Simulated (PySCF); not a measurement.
## 4-methylthiazole (Cc1cscn1, C4H5NS)

Molfile (atoms numbered from 1):
```
C4H5NS
     RDKit          3D

 11 11  0  0  0  0  0  0  0  0999 V2000
   -1.6410   -0.1062    0.2688 C   0  0  0  0  0  0  0  0  0  0  0  0
   -0.1748   -0.0018    0.0365 C   0  0  0  0  0  0  0  0  0  0  0  0
    0.5363    1.1537   -0.1075 C   0  0  0  0  0  0  0  0  0  0  0  0
    2.1852    0.8039   -0.3701 S   0  0  0  0  0  0  0  0  0  0  0  0
    1.8213   -0.8682   -0.2714 C   0  0  0  0  0  0  0  0  0  0  0  0
    0.5740   -1.1449   -0.0601 N   0  0  0  0  0  0  0  0  0  0  0  0
   -2.0883    0.8754    0.4246 H   0  0  0  0  0  0  0  0  0  0  0  0
   -2.1304   -0.5787   -0.5867 H   0  0  0  0  0  0  0  0  0  0  0  0
   -1.8434   -0.7287    1.1428 H   0  0  0  0  0  0  0  0  0  0  0  0
    0.1742    2.1691   -0.0691 H   0  0  0  0  0  0  0  0  0  0  0  0
    2.5961   -1.6156   -0.3798 H   0  0  0  0  0  0  0  0  0  0  0  0
  1  2  1  0
  2  3  2  0
  3  4  1  0
  4  5  1  0
  5  6  2  0
  6  2  1  0
  1  7  1  0
  1  8  1  0
  1  9  1  0
  3 10  1  0
  5 11  1  0
M  END
```

Method: PySCF 2.14.0, quadratic response CAM-B3LYP/def2-TZVPD first hyperpolarisability, Taylor convention, gas phase. Geometry: PBE0-D3(BJ)/def2-TZVP.

Task: Give the tensor of the second harmonic β(−2ω;ω,ω) at 1064 nm in the axes of these coordinates.

Result: In au, Taylor convention; rows are the first index (the induced dipole):
```csv
,xx,yy,zz,xy,xz,yz
x,-90.5,-47.7,-34.5,-9.0,+4.2,-1.6
y,-7.8,-50.1,-20.0,-53.0,-1.8,+7.0
z,+4.2,+6.1,+21.1,-1.5,-34.1,-19.3
```
Norm of βᵢ = ⅓ Σⱼ (βᵢⱼⱼ + βⱼᵢⱼ + βⱼⱼᵢ): 195.2 au, hyper-Rayleigh value 71.8 au.
